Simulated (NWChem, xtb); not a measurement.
## How methods differ on BH3SO (SMILES OBS)

The species is BH3SO (6 atoms), meant as a singlet with charge 0. As SMILES, `OBS`. The coordinates come from a PBE0-D4/def2-TZVP relaxation. This is one conformer, not always the lowest.

```jsonl
{"atom": "O", "x (Å)": "-1.1044", "y (Å)": "-0.0904", "z (Å)": "-1.0018"}
{"atom": "B", "x (Å)": "0.0546", "y (Å)": "0.1697", "z (Å)": "-0.3581"}
{"atom": "S", "x (Å)": "0.3369", "y (Å)": "-0.3925", "z (Å)": "1.3421"}
{"atom": "H", "x (Å)": "-1.7531", "y (Å)": "-0.5871", "z (Å)": "-0.4954"}
{"atom": "H", "x (Å)": "0.8943", "y (Å)": "0.7836", "z (Å)": "-0.9419"}
{"atom": "H", "x (Å)": "1.5717", "y (Å)": "0.1166", "z (Å)": "1.4551"}
```

Quantity: the dipole moment, in D. The values are calculated.

```tsv
level	kind	program	value (D)	CPU time
GFN2-xTB	semi-empirical	xtb	0.33	under 2 s
GFN0-xTB	semi-empirical	xtb	0.69	under 2 s
GFN1-xTB	semi-empirical	xtb	1.23	under 2 s
HF/STO-3G	Hartree–Fock	NWChem	0.72	1.3 s
HF/3-21G	Hartree–Fock	NWChem	0.20	1.4 s
OLYP/def2-SVPD (density fitting with weigend coulomb fitting)	GGA	NWChem	0.71	3.6 s
r2SCAN/6-31G	meta-GGA	NWChem	0.63	3.4 s
B3LYP/6-31G* (Cartesian functions)	global hybrid	NWChem	0.55	14 s
```

The values span 0.20 to 1.23 D. Magnitudes only. Sets without polarisation functions give poor dipoles. Times are those of the runs behind each value, whatever else they computed, on shared processors of several kinds: orders of magnitude only.
